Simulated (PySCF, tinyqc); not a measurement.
Starting guesses with DIIS over 6 matrices: SCF starting guesses in the sto-6g basis, for LiH, spin multiplicity 1. Computed by the program tinyqc with PySCF. RHF with one setting changed at a time; a run stops when the energy changes by less than 1e-09 hartree and the error matrix is below 1e-5. Starts: the lowest orbitals of the core Hamiltonian, of the Wolfsberg-Helmholz matrix (K = 1.75), projected atomic densities, random orbitals, and the highest orbitals of the core Hamiltonian (a deliberately bad start).

Geometry (angstrom):
```
atom,x,y,z
Li,0.0000,0.0000,0.0000
H,0.0000,0.0000,3.0020
```

lowest restricted solution found by these runs and by PySCF = -7.799572 hartree

Largest element of the error matrix X^T (FDS - SDF) X:
```
iteration,core,Wolfsberg-Helmholz,atomic densities,random,highest core orbitals
1,2.3e-01,1.6e-01,5.4e-02,9.5e-01,1.7e-01
2,1.4e-01,5.3e-02,1.2e-01,1.5e-01,2.4e-01
3,1.5e-02,2.3e-02,1.2e-01,7.1e-02,1.9e-01
4,5.2e-03,1.8e-02,1.5e-02,1.2e-02,1.9e-01
5,8.8e-04,3.2e-03,1.4e-02,4.0e-03,1.9e-01
6,1.7e-04,1.1e-03,3.6e-04,2.4e-04,1.9e-01
8,3.5e-07,2.6e-05,4.2e-06,6.0e-06,1.9e-01
10,-,8.1e-10,-,-,1.7e-01
14,-,-,-,-,1.3e-01
20,-,-,-,-,1.4e-01
30,-,-,-,-,2.0e-01
45,-,-,-,-,3.2e-01
```

How each run ends:
```
run,iterations,E (hartree),state
core,8,-7.799572,lowest found
Wolfsberg-Helmholz,10,-7.799572,lowest found
atomic densities,9,-7.799572,lowest found
random,9,-7.799572,lowest found
highest core orbitals,55,-7.799572,lowest found
```

What does the comparison show, and why?

5 of 5 runs reach the lowest restricted solution found, in 8 to 55 iterations (fastest: core). The first errors are 2e-01, 2e-01, 5e-02, 9e-01, 2e-01. The restricted reference is unstable here: a spin-polarised solution lies 0.0770 hartree lower (PySCF), so results built on it describe a poor reference.
